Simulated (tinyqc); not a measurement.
Coupled-perturbed Hartree-Fock on RHF in the sto-6g basis, for HF, spin multiplicity 1, step by step. One step of it, computed by the program tinyqc.

Problem. Coupled step 1. U_ai = -(mu_ai + sum_bj [4 (ai|bj) - (ab|ij) - (aj|bi)] U_bj) / (e_a - e_i); alpha = -4 sum U_ai mu_ai.

uncoupled U:
```
          i1         i2         i3        i4        i5
a6  0.001534  -0.071254  -0.588358  0.000000  0.000000
```

dipole integrals <a|z|i> (bohr):
```
           i1        i2        i3        i4        i5
a6  -0.041359  0.161585  0.803515  0.000000  0.000000
```

orbital energies (hartree): MO1 -26.228910, MO2 -1.527896, MO3 -0.625856, MO4 -0.479740, MO5 -0.479740, MO6 0.739834

Two-electron integrals over orbitals (pq|rs), unique and non-zero (hartree):
```
(11|11) 5.379711    (21|11) -0.505652   (21|21) 0.077168    (22|11) 1.203686
(22|21) -0.018644   (22|22) 0.866567    (31|11) 0.195557    (31|21) -0.026553
(31|22) 0.018111    (31|31) 0.028648    (32|11) -0.144553   (32|21) 0.011239
(32|22) 0.007614    (32|31) 0.020907    (32|32) 0.157739    (33|11) 1.076404
(33|21) -0.013281   (33|22) 0.779610    (33|31) -0.008247   (33|32) -0.069870
(33|33) 0.830959    (41|41) 0.030439    (42|41) 0.038264    (42|42) 0.176015
(43|41) -0.013646   (43|42) -0.048603   (43|43) 0.056342    (44|11) 1.265960
(44|21) -0.013349   (44|22) 0.874432    (44|31) 0.004949    (44|32) -0.073298
(44|33) 0.796291    (44|44) 0.998085    (51|51) 0.030439    (52|51) 0.038264
(52|52) 0.176015    (53|51) -0.013646   (53|52) -0.048603   (53|53) 0.056342
(54|54) 0.053789    (55|11) 1.265960    (55|21) -0.013349   (55|22) 0.874432
(55|31) 0.004949    (55|32) -0.073298   (55|33) 0.796291    (55|44) 0.890506
(55|55) 0.998085    (61|11) 0.213419    (61|21) -0.036135   (61|22) -0.001312
(61|31) -0.004890   (61|32) -0.025712   (61|33) 0.017028    (61|44) 0.005060
(61|55) 0.005060    (61|61) 0.032365    (62|11) -0.301739   (62|21) 0.006780
(62|22) -0.147906   (62|31) -0.020780   (62|32) -0.027787   (62|33) -0.056923
(62|44) -0.148513   (62|55) -0.148513   (62|61) 0.012667    (62|62) 0.103418
(63|11) -0.312040   (63|21) 0.005055    (63|22) -0.127392   (63|31) 0.002884
(63|32) 0.088568    (63|33) -0.137279   (63|44) -0.166588   (63|55) -0.166588
(63|61) -0.006190   (63|62) 0.063142    (63|63) 0.144184    (64|41) -0.012851
(64|42) -0.048727   (64|43) -0.008978   (64|64) 0.033046    (65|51) -0.012851
(65|52) -0.048727   (65|53) -0.008978   (65|65) 0.033046    (66|11) 0.912649
(66|21) -0.008684   (66|22) 0.705940    (66|31) 0.019195    (66|32) 0.081505
(66|33) 0.669148    (66|44) 0.661395    (66|55) 0.661395    (66|61) -0.010069
(66|62) -0.071925   (66|63) -0.007080   (66|66) 0.724661
```

Give: U after step 1; polarisability.

Solution.

U after step 1:
```
       i1      i2      i3     i4     i5
a6  0.001  -0.056  -0.685  0.000  0.000
```

polarisability = 2.237 bohr^3
